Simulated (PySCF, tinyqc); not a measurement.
Worked calculation (part 2 of 2): G0W0 on RHF in the sto-3g basis, for CH2, spin multiplicity 1. The lowest restricted solution is unstable here: a spin-polarised one lies 0.0366 hartree lower (PySCF). Computed by tinyqc, a small Python program that keeps every step (integrals from PySCF). Command: `OMP_NUM_THREADS=1 python tinyqc.py 25939 25940 out.jsonl` (the two numbers bound the seeds that draw the settings). One thread of a shared host (Intel(R) Xeon(R) Processor @ 2.60GHz), about 0.07 s of CPU time with the checks.

Geometry (angstrom):
```
atom       x        y       z
C     0.0000   0.0000  0.0000
H     0.0000   1.1150  0.5860
H     0.0000  -1.1150  0.5860
```

## Screening: direct RPA

orbital energies (hartree): MO1 -10.9931, MO2 -0.7645, MO3 -0.4808, MO4 -0.2701, MO5 0.2419, MO6 0.4699, MO7 0.6333

Two-electron integrals over orbitals (pq|rs), unique and non-zero (hartree):
```
(11|11) 3.5083      (21|11) -0.2981     (21|21) 0.0402      (22|11) 0.7155
(22|21) -0.0085     (22|22) 0.5281      (31|31) 0.0069      (32|31) 0.0120
(32|32) 0.1369      (33|11) 0.5721      (33|21) -0.0026     (33|22) 0.4881
(33|33) 0.4981      (41|11) 0.1536      (41|21) -0.0182     (41|22) 0.0127
(41|33) 0.0053      (41|41) 0.0252      (42|11) -0.0971     (42|21) 0.0070
(42|22) 0.0112      (42|33) 0.0189      (42|41) 0.0141      (42|42) 0.0834
(43|31) -0.0019     (43|32) 0.0304      (43|43) 0.0357      (44|11) 0.7916
(44|21) -0.0120     (44|22) 0.5006      (44|33) 0.4492      (44|41) -0.0114
(44|42) -0.0895     (44|44) 0.6406      (51|51) 0.0217      (52|51) 0.0240
(52|52) 0.0934      (53|53) 0.0181      (54|51) -0.0122     (54|52) -0.0381
(54|54) 0.0477      (55|11) 0.8520      (55|21) -0.0095     (55|22) 0.5428
(55|33) 0.4625      (55|41) 0.0044      (55|42) -0.0523     (55|44) 0.5723
(55|55) 0.6728      (61|11) -0.2081     (61|21) 0.0300      (61|22) -0.0011
(61|33) 3.97e-04    (61|41) -0.0036     (61|42) 0.0147      (61|44) -0.0177
(61|55) -0.0058     (61|61) 0.0283      (62|11) 0.2365      (62|21) -0.0056
(62|22) 0.0837      (62|33) 0.0215      (62|41) 0.0144      (62|42) 0.0019
(62|44) 0.0705      (62|55) 0.1237      (62|61) 0.0028      (62|62) 0.0953
(63|31) 0.0011      (63|32) -0.0715     (63|43) -0.0359     (63|63) 0.0910
(64|11) 0.1239      (64|21) -4.25e-04   (64|22) 0.0426      (64|33) 0.0037
(64|41) 0.0038      (64|42) -0.0110     (64|44) 0.0660      (64|55) 0.0631
(64|61) 0.0019      (64|62) 0.0550      (64|64) 0.0427      (65|51) 0.0154
(65|52) 0.0536      (65|54) -0.0093     (65|65) 0.0399      (66|11) 0.6491
(66|21) -0.0057     (66|22) 0.5053      (66|33) 0.4875      (66|41) 0.0196
(66|42) 0.0535      (66|44) 0.4421      (66|55) 0.4811      (66|61) 0.0061
(66|62) 0.0554      (66|64) 0.0218      (66|66) 0.5409      (71|31) 0.0119
(71|32) 0.0192      (71|43) -0.0035     (71|63) 0.0016      (71|71) 0.0208
(72|31) 0.0095      (72|32) 0.0100      (72|43) -0.0302     (72|63) 0.0443
(72|71) 0.0155      (72|72) 0.0564      (73|11) 0.2580      (73|21) -0.0055
(73|22) 0.0728      (73|33) 0.0277      (73|41) -1.53e-04   (73|42) -0.0566
(73|44) 0.1205      (73|55) 0.1345      (73|61) -0.0055     (73|62) 0.0757
(73|64) 0.0512      (73|66) 0.0088      (73|73) 0.1191      (74|31) -0.0075
(74|32) -0.0687     (74|43) 0.0016      (74|63) 0.0447      (74|71) -0.0129
(74|72) -0.0095     (74|74) 0.0596      (75|53) 0.0185      (75|75) 0.0231
(76|31) 0.0081      (76|32) 0.1095      (76|43) 0.0431      (76|63) -0.0819
(76|71) 0.0132      (76|72) -0.0189     (76|74) -0.0524     (76|76) 0.1143
(77|11) 0.7387      (77|21) -0.0090     (77|22) 0.5082      (77|33) 0.5020
(77|41) 0.0036      (77|42) -0.0164     (77|44) 0.5141      (77|55) 0.5207
(77|61) -0.0064     (77|62) 0.0446      (77|64) 0.0194      (77|66) 0.4969
(77|73) 0.0714      (77|77) 0.5487
```

With D = e_a - e_i and K = (ia|jb): diagonalise D^(1/2) (D + 4K) D^(1/2) = Z w^2 Z^T; X + Y = D^(1/2) Z w^(-1/2), each column of Z with its largest component positive (the first on a tie); E_c = (sum w - tr (D + 2K)) / 2.

D^(1/2) (D + 4K) D^(1/2) (hartree^2):
```
          1>5       1>6       1>7      2>5     2>6      2>7     3>5     3>6
1>5  127.1973    0.0000    0.0000   0.3234  0.0000   0.0000  0.0000  0.0000
1>6    0.0000  132.6970    0.0000   0.0000  0.0420   0.0000  0.0000  0.0000
1>7    0.0000    0.0000  136.1394   0.0000  0.0000   0.2493  0.0000  0.0211
2>5    0.3234    0.0000    0.0000   1.3886  0.0000   0.0000  0.0000  0.0000
2>6    0.0000    0.0420    0.0000   0.0000  1.9941   0.0000  0.0000  0.0000
2>7    0.0000    0.0000    0.2493   0.0000  0.0000   2.2689  0.0000  0.2042
3>5    0.0000    0.0000    0.0000   0.0000  0.0000   0.0000  0.5747  0.0000
3>6    0.0000    0.0000    0.0211   0.0000  0.0000   0.2042  0.0000  1.2499
3>7    0.0000   -0.0793    0.0000   0.0000  0.3549   0.0000  0.0000  0.0000
4>5   -0.1169    0.0000    0.0000  -0.1093  0.0000   0.0000  0.0000  0.0000
4>6    0.0000    0.0224    0.0000   0.0000  0.2104   0.0000  0.0000  0.0000
4>7    0.0000    0.0000   -0.1668   0.0000  0.0000  -0.0428  0.0000  0.1656

         3>7      4>5     4>6      4>7
1>5   0.0000  -0.1169  0.0000   0.0000
1>6  -0.0793   0.0000  0.0224   0.0000
1>7   0.0000   0.0000  0.0000  -0.1668
2>5   0.0000  -0.1093  0.0000   0.0000
2>6   0.3549   0.0000  0.2104   0.0000
2>7   0.0000   0.0000  0.0000  -0.0428
3>5   0.0000   0.0000  0.0000   0.0000
3>6   0.0000   0.0000  0.0000   0.1656
3>7   1.7718   0.0000  0.1859   0.0000
4>5   0.0000   0.3598  0.0000   0.0000
4>6   0.1859   0.0000  0.6740   0.0000
4>7   0.0000   0.0000  0.0000   1.0316
```

excitation energies w (hartree): [0.5901, 0.7581, 0.7908, 0.9634, 1.1462, 1.1829, 1.2295, 1.5175, 1.5192, 11.2782, 11.5194, 11.6679]

X + Y:
```
          1       2        3        4        5        6        7       8
1>5  0.0028  0.0000   0.0000   0.0000   0.0000  -0.0082   0.0000  0.0000
1>6  0.0000  0.0000  -0.0008   0.0000   0.0000   0.0000   0.0020  0.0002
1>7  0.0000  0.0000   0.0000   0.0033   0.0025   0.0000   0.0000  0.0000
2>5  0.1362  0.0000   0.0000   0.0000   0.0000   0.9173   0.0000  0.0000
2>6  0.0000  0.0000  -0.1495   0.0000   0.0000   0.0000  -0.6011  0.7135
2>7  0.0000  0.0000   0.0000   0.1256  -0.1733   0.0000   0.0000  0.0000
3>5  0.0000  0.9764   0.0000   0.0000   0.0000   0.0000   0.0000  0.0000
3>6  0.0000  0.0000   0.0000  -0.5034   0.7662   0.0000   0.0000  0.0000
3>7  0.0000  0.0000  -0.1457   0.0000   0.0000   0.0000   0.7612  0.5037
4>5  0.9264  0.0000   0.0000   0.0000   0.0000  -0.0686   0.0000  0.0000
4>6  0.0000  0.0000   0.9531   0.0000   0.0000   0.0000   0.0208  0.1182
4>7  0.0000  0.0000   0.0000   0.8287   0.4592   0.0000   0.0000  0.0000

           9       10       11       12
1>5   0.0000   0.9981   0.0000   0.0000
1>6   0.0000   0.0000   0.9975   0.0000
1>7  -0.0052   0.0000   0.0000   0.9982
2>5   0.0000   0.0008   0.0000   0.0000
2>6   0.0000   0.0000   0.0001   0.0000
2>7   0.9420   0.0000   0.0000   0.0006
3>5   0.0000   0.0000   0.0000   0.0000
3>6   0.1489   0.0000   0.0000   0.0000
3>7   0.0000   0.0000  -0.0002   0.0000
4>5   0.0000  -0.0002   0.0000   0.0000
4>6   0.0000   0.0000   0.0000   0.0000
4>7  -0.0064   0.0000   0.0000  -0.0003
```

RPA correlation energy = -0.065217 hartree

## G0W0 on Hartree-Fock: HOMO

W(p,q,m) = sqrt2 sum_ia (pq|ia) (X+Y)_ia,m; Sigma_c(x) = sum_(i,m) W^2/(x - e_i + w_m) + sum_(a,m) W^2/(x - e_a - w_m); solve x = e_p + Sigma_c(x) by Newton steps; Z = 1/(1 - dSigma/dx); 1 hartree = 27.211386 eV.

The 12 largest terms at x = e_p (hartree; W for the signs of X + Y given):
```
q  m        W     term
4  8   0.1680   0.0186
6  8   0.0991  -0.0044
4  7   0.0717   0.0042
7  5   0.0894  -0.0039
4  3   0.0493   0.0031
5  1   0.0551  -0.0028
2  7  -0.0628   0.0023
5  6  -0.0539  -0.0017
3  9  -0.0478   0.0013
6  3   0.0354  -0.0008
2  8  -0.0402   0.0008
7  4   0.0363  -0.0007
```

Newton steps (hartree):
```
step        x  Sigma_c(x)       Z
0     -0.2701      0.0171  0.9697
1     -0.2535      0.0166  0.9701
2     -0.2535      0.0166  0.9701
```

quasiparticle energy of the HOMO = -6.8969 eV

Hartree-Fock value = -7.3496 eV

## G0W0 on Hartree-Fock: LUMO

As before.

The 12 largest terms at x = e_p (hartree; W for the signs of X + Y given):
```
q   m        W      term
5   8   0.2311   -0.0352
2   6   0.1245    0.0071
6   6   0.0703   -0.0035
4   1   0.0551    0.0028
4   6  -0.0539    0.0017
5   7   0.0414   -0.0014
5   3   0.0312   -0.0012
2   1  -0.0318    0.0006
7   2   0.0256   -0.0006
3   2   0.0250  4.23e-04
2  10   0.0341  9.44e-05
1   6   0.0321  8.31e-05
```

Newton steps (hartree):
```
step       x  Sigma_c(x)       Z
0     0.2419     -0.0291  0.9650
1     0.2138     -0.0281  0.9657
2     0.2138     -0.0281  0.9657
```

quasiparticle energy of the LUMO = 5.8181 eV

Hartree-Fock value = 6.5820 eV
